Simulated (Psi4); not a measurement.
# [SiH3]+ (SMILES [SiH3+]): levels of theory compared

We compute a comparison of 3 runs (B3LYP/6-31G*, B3LYP/cc-pVDZ, OREMP2/6-31++G**) of [SiH3]+. 

The calculation is run with Psi4 1.11.

5 further runs of the same task are left out: 3 that didn't finish, 2 set aside as unsound or not needed.

### 1 The molecule

The species is [SiH3]+ (4 atoms), meant as a singlet with charge +1. As SMILES, `[SiH3+]`. The shape is that of a PBE0-D4/def2-TZVP optimisation.

Bond lengths: Si1–H2 1.472 Å, Si1–H3 1.472 Å, Si1–H4 1.472 Å. Angles: H2–Si1–H3 120.0°, H2–Si1–H4 120.0°, H3–Si1–H4 120.0°.

### 2 A single-point energy at B3LYP/6-31G(d) (Cartesian functions) (run 1)

Input file job.json:

```json
{
 "schema_name": "qcschema_input",
 "schema_version": 1,
 "molecule": {
  "schema_name": "qcschema_molecule",
  "schema_version": 2,
  "symbols": ["Si", "H", "H", "H"],
  "geometry": [0.0, 0.0, 0.0, 1.29805288, 1.27632102, 2.10326518, -0.22374357, -2.77260617, -0.01870829, -1.0743093, 1.49609617, -2.08455689],
  "molecular_charge": 1,
  "molecular_multiplicity": 1,
  "fix_symmetry": "c1",
  "fix_com": true,
  "fix_orientation": true
 },
 "driver": "energy",
 "model": {
  "method": "b3lyp",
  "basis": "6-31G*"
 },
 "keywords": {
  "puream": false,
  "e_convergence": 1e-09,
  "d_convergence": 1e-08,
  "scf_type": "pk",
  "dft_radial_points": 99,
  "dft_spherical_points": 590
 }
}
```

On the command line:

```bash
psi4 --qcschema job.json -n 1 --memory 1600MB
```

stdout:

```text
[...]
  Running in c1 symmetry.
[...]
  Nuclear repulsion =   15.721450090916820
[...]
  Multiplicity = 1
[...]
  Nalpha       = 8
  Nbeta        = 8
[...]
    Number of basis functions: 25
[...]
   @RKS iter   1:  -290.93029096034434   -5.68616e-02   2.72187e-03 ADIIS/DIIS
[...]
   @RKS iter   7:  -290.93314716827291   -3.97904e-13   1.52958e-09 DIIS
[...]
    Orbital Energies [Eh]
    ---------------------
    Doubly Occupied:
       1A    -66.475955     2A     -5.625040     3A     -3.991097
       4A     -3.978988     5A     -3.978988     6A     -0.823372
       7A     -0.645011     8A     -0.645002
[...]
  @RKS Final Energy:  -290.93314716827291
   => Energetics <=
    Nuclear Repulsion Energy =             15.7214500909168198
    One-Electron Energy =                -428.5016877968043332
    Two-Electron Energy =                 139.3522000087977801
    DFT Exchange-Correlation Energy =     -17.5051094711832143
    Empirical Dispersion Energy =           0.0000000000000000
    VV10 Nonlocal Energy =                  0.0000000000000000
    Total Energy =                       -290.9331471682729671
[...]
 Multipole Moments:
 ------------------------------------------------------------------------------------
     Multipole            Electronic (a.u.)      Nuclear  (a.u.)        Total (a.u.)
 ------------------------------------------------------------------------------------
 L = 1.  Multiply by 2.5417464519 to convert [e a0] to [Debye]
 Dipole X            :         -0.0000016            0.0000000           -0.0000016
 Dipole Y            :          0.0002221           -0.0001890            0.0000331
 Dipole Z            :         -0.0000043            0.0000000           -0.0000043
 Magnitude           :                                                    0.0000334
[...]
```

The result, in JSON:

```text
{
 "driver": "energy",
 "model": {
  "method": "b3lyp",
  "basis": "6-31G*"
 },
 "success": true,
 "return_result": -290.9331471682729,
 "properties": {
  "calcinfo_nbasis": 25,
  "calcinfo_nmo": 25,
  "calcinfo_nalpha": 8,
  "calcinfo_nbeta": 8,
  "calcinfo_natom": 4,
  "nuclear_repulsion_energy": 15.72145009091682,
  "return_energy": -290.9331471682729,
  "scf_one_electron_energy": -428.50168779680433,
  "scf_two_electron_energy": 139.35220000879778,
  "scf_xc_energy": -17.505109471183214,
  "scf_dipole_moment": [-1.5803494413241248e-06, 3.3122887004299884e-05, -4.294983890845705e-06],
  "scf_total_energy": -290.9331471682729,
  "scf_iterations": 7
 }
}
```

It took 2.9 s on 1 thread of AMD EPYC 9R45 (Zen 5), shared host; peak memory 0.37 GiB.

### 3 A single-point energy at B3LYP/cc-pVDZ (run 2)

Input file h3si.xyz:

```xyz
4
H3Si
Si     0.000000     0.000000     0.000000
H      0.686900     0.675400     1.113000
H     -0.118400    -1.467200    -0.009900
H     -0.568500     0.791700    -1.103100
```

Input file calc.py:

```python
import psi4

psi4.set_memory('1600 MB')
psi4.set_num_threads(1)
psi4.core.set_output_file('run.log', False)

with open('h3si.xyz') as f:
    atoms = ''.join(f.readlines()[2:])
molecule = psi4.geometry('1 1\n' + atoms + 'symmetry c1')

psi4.set_options({
    'basis': 'cc-pVDZ',
    'puream': True,
    'e_convergence': 1e-09,
    'd_convergence': 1e-08,
    'scf_type': 'pk',
    'dft_radial_points': 99,
    'dft_spherical_points': 590,
})

e_tot = psi4.energy("B3LYP")
print(f'B3LYP energy: {e_tot:.10f} Eh')
```

On the command line:

```bash
python calc.py
```

run.log:

```text
[...]
  Running in c1 symmetry.
[...]
  Nuclear repulsion =   15.721450087033412
[...]
  Multiplicity = 1
[...]
  Nalpha       = 8
  Nbeta        = 8
[...]
    Number of basis functions: 33
[...]
   @RKS iter   1:  -290.94456628054343   -4.00196e-02   2.25635e-03 ADIIS/DIIS
[...]
   @RKS iter   7:  -290.94841230108420   -7.38964e-13   1.01401e-09 DIIS
[...]
    Orbital Energies [Eh]
    ---------------------
    Doubly Occupied:
       1A    -66.486620     2A     -5.629639     3A     -3.995792
       4A     -3.983809     5A     -3.983809     6A     -0.823125
       7A     -0.642578     8A     -0.642569
[...]
  @RKS Final Energy:  -290.94841230108420
   => Energetics <=
    Nuclear Repulsion Energy =             15.7214500870334124
    One-Electron Energy =                -428.4810098214140908
    Two-Electron Energy =                 139.3199422758317780
    DFT Exchange-Correlation Energy =     -17.5087948425352558
    Empirical Dispersion Energy =           0.0000000000000000
    VV10 Nonlocal Energy =                  0.0000000000000000
    Total Energy =                       -290.9484123010842040
[...]
 Multipole Moments:
 ------------------------------------------------------------------------------------
     Multipole            Electronic (a.u.)      Nuclear  (a.u.)        Total (a.u.)
 ------------------------------------------------------------------------------------
 L = 1.  Multiply by 2.5417464519 to convert [e a0] to [Debye]
 Dipole X            :         -0.0000021            0.0000000           -0.0000021
 Dipole Y            :          0.0001208           -0.0000845            0.0000362
 Dipole Z            :         -0.0000051           -0.0000000           -0.0000051
 Magnitude           :                                                    0.0000366
[...]
```

Standard output:

```text
B3LYP energy: -290.9484123011 Eh
```

It took 3.6 s on 1 thread of AMD EPYC 9R45 (Zen 5), shared host; peak memory 0.51 GiB.

### 4 A single-point energy at OREMP2/6-31++G(d,p) (Cartesian functions) (run 3)

Input file calc.py:

```python
import psi4

psi4.set_memory(1600000000)
psi4.set_num_threads(1)
psi4.set_output_file('output.dat', False)

molecule = psi4.geometry("""
1 1
Si
H 1 1.471994
H 1 1.472003 2 119.9971
H 1 1.472009 2 120.00442 3 -179.9997
symmetry c1
""")

psi4.set_options({
    'scf_type': 'pk',
    'cc_type': 'conv',
})

result, w = psi4.energy("oremp2/6-31++G**", return_wfn=True)
print('E =', round(result, 9))
for k, v in sorted(psi4.core.scalar_variables().items()):
    print(f'{k:45s} {v:18.10f}')
```

On the command line:

```bash
python calc.py
```

output.dat:

```text
[...]
  Running in c1 symmetry.
[...]
  Nuclear repulsion =   15.721449199260219
[...]
  Multiplicity = 1
[...]
  Nalpha       = 8
  Nbeta        = 8
[...]
    Number of basis functions: 41
[...]
   @RHF iter   1:  -290.30223915721911   -2.28165e-01   3.86187e-03 ADIIS/DIIS
[...]
   @RHF iter   8:  -290.33413318132199   -1.70530e-12   2.89080e-09 DIIS
[...]
  @RHF Final Energy:  -290.33413318132199
   => Energetics <=
    Nuclear Repulsion Energy =             15.7214491992602188
    One-Electron Energy =                -428.4707924481350005
    Two-Electron Energy =                 122.4152100675527493
    Total Energy =                       -290.3341331813220449
[...]
 Multipole Moments:
 ------------------------------------------------------------------------------------
     Multipole            Electronic (a.u.)      Nuclear  (a.u.)        Total (a.u.)
 ------------------------------------------------------------------------------------
 L = 1.  Multiply by 2.5417464519 to convert [e a0] to [Debye]
 Dipole X            :          0.0000082           -0.0000056            0.0000025
 Dipole Y            :         -0.0001194            0.0000751           -0.0000443
 Dipole Z            :          0.0000554           -0.0000387            0.0000167
 Magnitude           :                                                    0.0000474
[...]
	SCS-MP2 Total Energy (a.u.)        :  -290.43658687491450
	SOS-MP2 Total Energy (a.u.)        :  -290.44184875372230
	SCSN-MP2 Total Energy (a.u.)       :  -290.35009955523827
[...]
	SOS-PI-MP2 Total Energy (a.u.)     :  -290.45013456698382
[...]
	MP2 Total Energy (a.u.)            :  -290.42606311729884
[...]
```

On the terminal:

```text
E = -290.445454758
CURRENT CORRELATION ENERGY                         -0.1113215768
CURRENT ENERGY                                   -290.4454547581
CURRENT REFERENCE ENERGY                         -290.3341331813
DD SOLVATION ENERGY                                 0.0000000000
HF KINETIC ENERGY                                 290.2022658557
HF POTENTIAL ENERGY                              -580.5363990370
HF TOTAL ENERGY                                  -290.3341331813
HF VIRIAL RATIO                                     2.0004543980
MP2 CORRELATION ENERGY                             -0.0919299360
MP2 DOUBLES ENERGY                                 -0.0919299360
MP2 OPPOSITE-SPIN CORRELATION ENERGY               -0.0828581326
MP2 SAME-SPIN CORRELATION ENERGY                   -0.0090718034
MP2 SINGLES ENERGY                                  0.0000000000
MP2 TOTAL ENERGY                                 -290.4260631173
NUCLEAR REPULSION ENERGY                           15.7214491993
ONE-ELECTRON ENERGY                              -428.4707924481
OREMP2 CORRELATION ENERGY                          -0.1113215768
OREMP2 OPPOSITE-SPIN CORRELATION ENERGY            -0.1021085528
OREMP2 REFERENCE CORRECTION ENERGY                  0.0010031030
OREMP2 SAME-SPIN CORRELATION ENERGY                -0.0102161511
OREMP2 TOTAL ENERGY                              -290.4454547581
PCM POLARIZATION ENERGY                             0.0000000000
PE ENERGY                                           0.0000000000
SCF ITERATION ENERGY                             -290.3341331813
SCF ITERATIONS                                      8.0000000000
SCF TOTAL ENERGY                                 -290.3341331813
SCS(N)-MP2 CORRELATION ENERGY                      -0.0159663739
SCS(N)-MP2 TOTAL ENERGY                          -290.3500995552
SCS-MP2 CORRELATION ENERGY                         -0.1024536936
SCS-MP2 TOTAL ENERGY                             -290.4365868749
SCS-MP2-VDW CORRELATION ENERGY                     -0.1105943114
SCS-MP2-VDW TOTAL ENERGY                         -290.4447274928
SOS-MP2 CORRELATION ENERGY                         -0.1077155724
SOS-MP2 TOTAL ENERGY                             -290.4418487537
SOS-PI-MP2 CORRELATION ENERGY                      -0.1160013857
SOS-PI-MP2 TOTAL ENERGY                          -290.4501345670
TWO-ELECTRON ENERGY                               122.4152100676
```

Wall time 3.3 s (1 thread of AMD EPYC 9R45 (Zen 5), shared host); peak memory 0.2 GiB.

### 5 All runs side by side

```tsv
run	level	Cartesian functions	integration grid	energy (Eh)	HOMO energy (eV)	LUMO energy (eV)	HOMO–LUMO gap (eV)	wall time
1	B3LYP/6-31G* (Cartesian functions)	yes	99 radial × 590 angular	-290.933147	-17.55	-10.52	7.03	2.9 s
2	B3LYP/cc-pVDZ	no	99 radial × 590 angular	-290.948412	-17.49	-10.55	6.94	3.6 s
3	OREMP2/6-31++G** (Cartesian functions)	yes	–	-290.445455	-21.08	-6.68	14.40	3.3 s
```

### 6 What came out

```
                                    quantity          value
                         run 3: total energy  -290.44545 Eh
  run 3: HOMO energy (Hartree–Fock orbitals)      -21.08 eV
  run 3: LUMO energy (Hartree–Fock orbitals)       -6.68 eV
run 3: HOMO–LUMO gap (Hartree–Fock orbitals)       14.40 eV
                   run 3: correlation energy     -111.3 mEh
```

All runs together took 9.8 s, the longest 3.6 s.
